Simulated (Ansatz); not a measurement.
Coupled-cluster diagnostics for Mg(OH)2 (MgO₂H₂), Ansatz.

Geometry of the singlet (r2SCAN-D4/def2-TZVP):

```xyz
5

Mg   -0.015    0.023   -0.013
O     1.480    0.940   -0.159
H     2.367    1.261   -0.254
O    -1.544   -0.839    0.104
H    -2.288   -1.385    0.321
```

Correlated methods freeze 3 core orbitals; core or outer-core shells of Mg are correlated, in sets that lack core-valence functions.

Task: Estimate the CCSD(T) correlation energy, the shares of MP2 and (T), T1 and the reference's ⟨S²⟩ for: charge 0, singlet, own geometry in def2-TZVPP; charge 1, doublet, vertical in def2-TZVPP; and the rough time on 4 threads of Arm Neoverse N1 on a shared host.

Result: 
| state | basis | correlation (eV) | MP2 share (%) | (T) share (%) | T1 | ⟨S²⟩ (pure) | wall time |
| --- | --- | --- | --- | --- | --- | --- | --- |
| charge 0, singlet, own geometry | def2-TZVPP | -19.580 | 96.5 | 2.6 | 0.011 | 0.00 (0.00) | 9.5 s |
| charge 1, doublet, vertical | def2-TZVPP | -17.891 | 94.7 | 2.3 | 0.017 | 0.76 (0.75) | 66 s |
Customary marks for T1 are 0.02 (closed shells), 0.045 (open shells) and about 0.05 (3d metals). T1 stays under 0.02 throughout.
